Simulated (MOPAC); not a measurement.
MOPAC input (PM3):

```
PM3 1SCF GEO-OK AUX(PRECISION=9) THREADS=1
C2H2O2

C     0.00789300 1    0.76166900 1   -0.01439200 1
C    -0.00789300 1   -0.76166900 1    0.01439200 1
O     1.03758700 1    1.37942600 1   -0.02599300 1
H    -0.99194700 1    1.23600300 1   -0.02342400 1
O    -1.03758700 1   -1.37942600 1    0.02599300 1
H     0.99194700 1   -1.23600300 1    0.02342400 1
```

Output:

```
 *******************************************************************************
 **                                                                           **
 **                              MOPAC v23.2.5                                **
 **                                                                           **
 *******************************************************************************
 ** MOPAC's Digital Object Identifier: https://doi.org/10.5281/zenodo.6511958 **
 **                                                                           **
 ** Please cite the open-source release paper for use of this MOPAC version:  **
 ** J. E. Moussa and J. J. P. Stewart (2026)                                  **
 ** MOPAC: An open-source semiempirical molecular orbital program             **
 ** J. Open Source Softw., 11(119), 8025, https://doi.org/10.21105/joss.08025 **
 *******************************************************************************

                              PM3 CALCULATION RESULTS

 *******************************************************************************
 *  PM3        - The PM3 Hamiltonian to be used
 *  GEO-OK     - OVERRIDE INTERATOMIC DISTANCE AND OTHER SAFETY CHECKS
 *  1SCF       - DO 1 SCF AND THEN STOP
 *  AUX        - OUTPUT AUXILIARY INFORMATION
 *******************************************************************************
PM3 1SCF GEO-OK AUX(PRECISION=9) THREADS=1
 C2H2O2

   ATOM   CHEMICAL          X               Y               Z
  NUMBER   SYMBOL      (ANGSTROMS)     (ANGSTROMS)     (ANGSTROMS)

     1       C          0.00789300  *   0.76166900  *  -0.01439200  *
     2       C         -0.00789300  *  -0.76166900  *   0.01439200  *
     3       O          1.03758700  *   1.37942600  *  -0.02599300  *
     4       H         -0.99194700  *   1.23600300  *  -0.02342400  *
     5       O         -1.03758700  *  -1.37942600  *   0.02599300  *
     6       H          0.99194700  *  -1.23600300  *   0.02342400  *

          CARTESIAN COORDINATES

    NO.       ATOM           X           Y           Z

     1         C          0.0079      0.7617     -0.0144
     2         C         -0.0079     -0.7617      0.0144
     3         O          1.0376      1.3794     -0.0260
     4         H         -0.9919      1.2360     -0.0234
     5         O         -1.0376     -1.3794      0.0260
     6         H          0.9919     -1.2360      0.0234

  H: (PM3): J. J. P. STEWART, J. COMP. CHEM. 10, 209 (1989).
  C: (PM3): J. J. P. STEWART, J. COMP. CHEM. 10, 209 (1989).
  O: (PM3): J. J. P. STEWART, J. COMP. CHEM. 10, 209 (1989).

           Empirical Formula: C2 H2 O2  =     6 atoms

      MOLECULAR POINT GROUP   :   C2h

      RHF CALCULATION, NO. OF DOUBLY OCCUPIED LEVELS = 11

 -------------------------------------------------------------------------------
 PM3 1SCF GEO-OK AUX(PRECISION=9) THREADS=1
 C2H2O2

     1SCF WAS SPECIFIED, SO BFGS WAS NOT USED
     SCF FIELD WAS ACHIEVED

                              PM3 CALCULATION
                                                       MOPAC v23.2.5 Linux

          FINAL HEAT OF FORMATION =        -63.87323 KCAL/MOL =    -267.24559 KJ/MOL

          COSMO AREA              =         86.79 SQUARE ANGSTROMS
          COSMO VOLUME            =         68.80 CUBIC ANGSTROMS

          IONIZATION POTENTIAL    =         10.511368 EV
          HOMO LUMO ENERGIES (EV) =        -10.511 -0.600
          NO. OF FILLED LEVELS    =         11
          MOLECULAR WEIGHT        =         58.0366         POINT GROUP:  C2h

          MOLECULAR DIMENSIONS (Angstroms)

            Atom       Atom       Distance
            O     5    O     3     3.45258
            H     6    H     4     3.07162
            C     1    C     2     0.00000

          SCF CALCULATIONS        =          1

   ATOM   CHEMICAL          X               Y               Z
  NUMBER   SYMBOL      (ANGSTROMS)     (ANGSTROMS)     (ANGSTROMS)

     1       C          0.00789300  *   0.76166900  *  -0.01439200  *
     2       C         -0.00789300  *  -0.76166900  *   0.01439200  *
     3       O          1.03758700  *   1.37942600  *  -0.02599300  *
     4       H         -0.99194700  *   1.23600300  *  -0.02342400  *
     5       O         -1.03758700  *  -1.37942600  *   0.02599300  *
     6       H          0.99194700  *  -1.23600300  *   0.02342400  *

                             CARTESIAN COORDINATES

   1    C        0.007893000     0.761669000    -0.014392000
   2    C       -0.007893000    -0.761669000     0.014392000
   3    O        1.037587000     1.379426000    -0.025993000
   4    H       -0.991947000     1.236003000    -0.023424000
   5    O       -1.037587000    -1.379426000     0.025993000
   6    H        0.991947000    -1.236003000     0.023424000

           Empirical Formula: C2 H2 O2  =     6 atoms

      MOLECULAR POINT GROUP   :   C2h

                  EIGENVALUES
 -39.56864 -37.52303 -26.76992 -21.25142 -17.93913 -17.60138 -16.06703 -15.68652
 -14.09344 -12.63578 -10.51137  -0.59977   1.28860   1.68295   3.16920   3.67565
   5.91481   6.48408

              NET ATOMIC CHARGES AND DIPOLE CONTRIBUTIONS

  ATOM NO.   TYPE          CHARGE      No. of ELECS.   s-Pop       p-Pop
    1          C           0.200943        3.7991     1.22771     2.57135
    2          C           0.200943        3.7991     1.22771     2.57135
    3          O          -0.263908        6.2639     1.85605     4.40786
    4          H           0.062965        0.9370     0.93703
    5          O          -0.263908        6.2639     1.85605     4.40786
    6          H           0.062965        0.9370     0.93703
 DIPOLE           X         Y         Z       TOTAL
 POINT-CHG.     0.000    -0.000     0.000     0.000
 HYBRID        -0.000     0.000    -0.000     0.000
 SUM           -0.000    -0.000     0.000     0.000

          ATOMIC ORBITAL ELECTRON POPULATIONS

     Atom    s        px        py        pz
    1  C   1.22771   0.91918   0.91846   0.73370
    2  C   1.22771   0.91918   0.91846   0.73370
    3  O   1.85605   1.42015   1.72118   1.26653
    4  H   0.93703
    5  O   1.85605   1.42015   1.72118   1.26653
    6  H   0.93703

 **********************
 *                    *
 * JOB ENDED NORMALLY *
 *                    *
 **********************

 == MOPAC DONE ==
```

The geometry given is a B3LYP-D3(BJ)/def2-TZVP minimum.
